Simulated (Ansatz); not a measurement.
I need a rigid scan of one bond length of CH7NSi, SMILES C[SiH2]N. Use Ansatz's Python interface. Level of theory (for the species named): B3LYP, 6-31G* basis, multiplicity 1.

`ch7nsi.xyz`
```text
10

C    -1.02740    0.48020   -0.46810
Si    0.19380   -0.75330   -0.09680
N     1.42220   -0.08830    0.81960
H    -1.81420    0.11330   -1.08280
H    -0.64590    1.35180   -1.06280
H    -1.51830    0.95110    0.43210
H     0.83730   -1.26510   -1.33250
H    -0.34840   -1.83320    0.69140
H     1.89430    0.69950    0.37880
H     1.08970    0.29290    1.72420
```

The script, `scan.py`:
```python
"""Potential curve of CH7NSi along one bond."""

from dataclasses import dataclass

import ansatz as az
import numpy as np


@dataclass(frozen=True)
class Settings:
    basis: str = "6-31G*"
    functional: str = "b3lyp"


settings = Settings()

mol = az.Crystal.molecule_from_extxyz("ch7nsi.xyz")

symbols = [site.symbol for site in mol.cartesian_sites]
start = np.array([site.position_ang for site in mol.cartesian_sites])
axis = (start[9] - start[2]) / np.linalg.norm(start[9] - start[2])
moving = [9]
lengths, energies = [0.912, 0.954, 0.995, 1.036, 1.078, 1.119, 1.161, 1.223], []
for length in lengths:
    xyz = start.copy()
    xyz[moving] += (length - np.linalg.norm(start[9] - start[2])) * axis
    point = az.Crystal.molecule()
    for symbol, place in zip(symbols, xyz):
        point = point.atom(symbol, place.tolist())
    base = (
        point.calculation()
        .basis(gaussian=settings.basis)
        .functional(settings.functional)
    )
    data = base.run().report
    energies.append(data["free_energy_ev"])
    print(f"r = {length:6.3f} A  E = {energies[-1]:.5f} eV  <S^2> = {abs(data['mean_field']['state']['spin_squared']):.3f}")

# quartic fit about the minimum
fit = np.polynomial.Polynomial.fit(lengths, np.array(energies) - min(energies), 4).convert()
roots = [r.real for r in fit.deriv().roots() if abs(r.imag) < 1e-9 and fit.deriv(2)(r.real) > 0]
r_e = min(roots, key=lambda r: abs(r - lengths[int(np.argmin(energies))]))
print(f"minimum of the fit at {r_e:.4f} A, force constant {fit.deriv(2)(r_e):.2f} eV/A^2")
```

```console
$ python scan.py
r =  0.912 A  E = -10518.91262 eV  <S^2> = 0.000
r =  0.954 A  E = -10519.12213 eV  <S^2> = 0.000
r =  0.995 A  E = -10519.21484 eV  <S^2> = 0.000
r =  1.036 A  E = -10519.22267 eV  <S^2> = 0.000
r =  1.078 A  E = -10519.16345 eV  <S^2> = 0.000
r =  1.119 A  E = -10519.05592 eV  <S^2> = 0.000
r =  1.161 A  E = -10518.90777 eV  <S^2> = 0.000
r =  1.223 A  E = -10518.63992 eV  <S^2> = 0.000
minimum of the fit at 1.0194 A, force constant 43.29 eV/A^2
```

Notes:
- Total energies depend on the basis set; only differences at equal settings carry meaning.
- The rest of the molecule is held rigid at a force-field or estimated start geometry, and the basis set is modest; single-reference methods fail as a bond breaks.
- b3lyp holds the VWN-RPA fit, as in Gaussian; the form of ORCA and Turbomole is b3lyp5.
- The orbitals are restricted, so S² is zero by construction.
- Run time: 15 s on 1 thread of Arm Neoverse V1 (shared host), peak memory 0.19 GiB.
